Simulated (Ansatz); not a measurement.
Z-matrix (Å, degrees):
```
C
C 1 1.3858
H 1 1.0910 2 121.08
H 2 1.0910 1 121.08 3 151.59
H 2 1.0910 4 117.85 1 -179.99
H 1 1.0910 3 117.85 2 180.00
```
Charge +1, spin multiplicity 2.

All values below come from frozen-core CCSD(T)/cc-pVTZ // PBE0-D3(BJ)/def2-TZVP (Ansatz, a program for electronic structure).

The HF energy is -77.73799 Ha and the MP2 correlation energy is -0.27504 Ha.

**Question.** Estimate the CCSD correlation energy, the (T) correction, the total energy and the T1 diagnostic.

**Answer.** 
* **CCSD correlation energy**: -0.30667 Ha
* **(T) correction**: -0.01004 Ha
* **CCSD(T) total energy**: -78.05470 Ha
* **T1 diagnostic**: 0.016
